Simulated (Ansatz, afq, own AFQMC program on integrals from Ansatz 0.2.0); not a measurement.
Two steps: Ansatz 0.2.0 writes the Fock matrix and Cholesky factors of the valence space, and afq projects on them the lowest state that overlaps trial and start.

```yaml
crystal:
  periodic: [false, false, false]
  atoms:
    - {symbol: As, position_ang: [0.000000, 0.000000, 0.000000]}
basis:
  gaussian: {orbitals: 6-31G}
magnetization: {spin_polarized: true, initial_magnetization: 3}
correlation: {method: ccsd_t, electrons: outside_noble_gas, hamiltonian_folder: ham}
```

```sh
$ ansatz run in.yaml --threads 1 --pin off --events-out ev --progress --plain --max-ram 16896MiB --backend cuda --devices 0, --max-vram 18GiB
```

Options of the walk:

```
--method phaseless --trial hf --walkers 4000 --populations 20 --least-time 40 --time-step 0.005 --steps-per-block 20 --equilibration-blocks 112 --max-blocks 4000 --target-error 0.00042 --factor-cut 1e-05 --start spin_pure --seed 6182 --taylor-order 6
```

Times are imaginary, in 1/Eh. The walk had a cap of 49 s. With eight or more populations the least sampling time is a fifth of least-time, and the error comes from their spread. Filled inner d shells are frozen with the cores.

Output of the walk:

```
orbitals 15  electrons 4 1  factors 89 of 195
reference energy -2233.85950729 Eh
CCSD correlation -0.01908912 Eh in 7 cycles, weight of the determinant in the CISD state 0.9884
energy of the start -2233.859510 Eh
 block  time / (1/Eh)  mean weight  energy / Eh
     1     0.100  1.0001  -2233.863489
     2     0.200  1.0001  -2233.866218
     3     0.300  1.0002  -2233.868456
     4     0.400  1.0001  -2233.870024
     5     0.500  1.0001  -2233.871281
     7     0.700  1.0000  -2233.872995
     9     0.900  1.0001  -2233.874326
    13     1.300  1.0000  -2233.876281
    21     2.100  1.0000  -2233.878487
    29     2.900  1.0000  -2233.878335
    37     3.700  1.0000  -2233.878470
    45     4.500  1.0001  -2233.878635
    53     5.300  1.0001  -2233.878573
    61     6.100  1.0000  -2233.878668
    69     6.900  1.0000  -2233.878420
    77     7.700  1.0001  -2233.878945
    85     8.500  1.0001  -2233.879020
    93     9.300  1.0000  -2233.878601
   101    10.100  1.0000  -2233.878921
   109    10.900  1.0000  -2233.878598
   117    11.700  1.0000  -2233.878753
   125    12.500  1.0000  -2233.878777
   133    13.300  1.0001  -2233.878761
   141    14.100  1.0001  -2233.878355
   145    14.500  1.0000  -2233.878246
   149    14.900  1.0000  -2233.878413
   157    15.700  1.0000  -2233.879346
   165    16.500  1.0000  -2233.878673
   173    17.300  1.0000  -2233.878630
   181    18.100  1.0001  -2233.878471
   189    18.900  1.0001  -2233.878802
error from the spread of 20 populations
energy -2233.878686 +/- 0.000100 Eh
(rows thinned)
```

The run passed its tests (sampling time, drift between the halves within three errors, error under three times the target), which doesn't prove that it has relaxed.

Against this walk (error 2.7 meV) on the same determinant: CCSD(T) 1.4 meV lower (within the noise), CCSDT(Q) 2.5 meV lower (within the noise), CCSDTQ 2.5 meV lower (within the noise), full CI 2.4 meV lower (within the noise), a separate phaseless walk with a CISD trial and standard settings 2.0 ± 2.7 meV lower (within the noise). The error is statistical and leaves out the bias of the constraint.

Cautions: constraint bias not in the error; no relativity below Rb; no spin-orbit coupling; inner d shell frozen.

The walk took 13 s on 1 × NVIDIA H100 80GB HBM3 with 2 threads of AMD EPYC 7R13 Processor (Zen 3), on a shared host (the card was shared). The log's last line is the phaseless energy.

CCSDT and higher add their correlation energy to the determinant of the CCSD(T) run, since their own runs factorise the integrals more tightly (a shift of under 2 meV). A walk keeps the symmetry of its determinant, which the program's search chose and which needn't be the lowest solution, so a lower state of the same spin and another symmetry isn't excluded.
